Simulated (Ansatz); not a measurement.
**CH4FSi+ (SMILES FC[SiH2+]): functionals against CCSD(T) at one geometry**

An exercise on one series of results from a longer session: the logs are not shown, and one member is left open.

Computed with Ansatz 0.2.0, Gaussian basis. Level: single points in def2-TZVPP.

Cores are frozen in the correlated methods.

## Where the work starts

7 atoms, charge 1, spin multiplicity 1.

Atoms are counted from 1 here; the program's logs count them from 0.

Bond lengths: F1–C2 1.353 Å, C2–Si3 1.905 Å, C2–H4 0.954 Å, C2–H5 1.094 Å, Si3–H6 1.286 Å, Si3–H7 1.402 Å. Angles: F1–C2–Si3 99.6°, F1–C2–H4 112.8°, F1–C2–H5 109.1°, Si3–C2–H4 118.0°, Si3–C2–H5 104.4°, H4–C2–H5 111.9°, C2–Si3–H6 116.1°, C2–Si3–H7 121.3°, H6–Si3–H7 121.6°.

As a file:

```
F    -1.6662    0.2848    0.0901
C    -0.6206   -0.3375   -0.5022
Si    0.7960    0.3059    0.5971
H    -0.7420   -1.2812   -0.5707
H    -0.4376    0.1218   -1.4784
H     0.4452    0.8910    1.6873
H     2.1299   -0.0472    0.3479
```

Set-up of the first run:

Contents of run/in.yaml:

```yaml
crystal:
  periodic: [false, false, false]
  atoms:
    - {symbol: F, position_ang: [-1.666200, 0.284800, 0.090100]}
    - {symbol: C, position_ang: [-0.620600, -0.337500, -0.502200]}
    - {symbol: Si, position_ang: [0.796000, 0.305900, 0.597100]}
    - {symbol: H, position_ang: [-0.742000, -1.281200, -0.570700]}
    - {symbol: H, position_ang: [-0.437600, 0.121800, -1.478400]}
    - {symbol: H, position_ang: [0.445200, 0.891000, 1.687300]}
    - {symbol: H, position_ang: [2.129900, -0.047200, 0.347900]}
basis:
  gaussian: {orbitals: def2-TZVPP}
total_charge: 1
correlation: {method: ccsd_t}
output: {forces: true}
```

No record of the launch command was kept for these runs.

Among the steps run: CCSD(T)/def2-TZVPP; PBE0-D4/def2-TZVPP; wB97M-V/def2-TZVPP; r2SCAN-D4/def2-TZVPP; PBE-D4/def2-TZVPP; CAM-B3LYP-D4/def2-TZVPP; BHLYP-D4/def2-TZVPP.

One of the session's tables, all rows but one given; the rest of the session is left out.

```
      method  RMS force component (eV/Å)  angle to CCSD(T) forces (°)
     CCSD(T)                       2.858                    reference
     PBE0-D4                           ?                            ?
     wB97M-V                       2.845                          1.2
   r2SCAN-D4                       2.907                          1.8
      PBE-D4                       2.961                          2.9
CAM-B3LYP-D4                       2.870                          1.7
    BHLYP-D4                       2.816                          3.9
```

**Question.** Estimate the row for PBE0-D4.

The run gave: RMS force component (eV/Å): 2.928; angle to CCSD(T) forces (°): 3.0. In the column «RMS force component (eV/Å)» it lies between r2SCAN-D4 (2.907) and PBE-D4 (2.961).
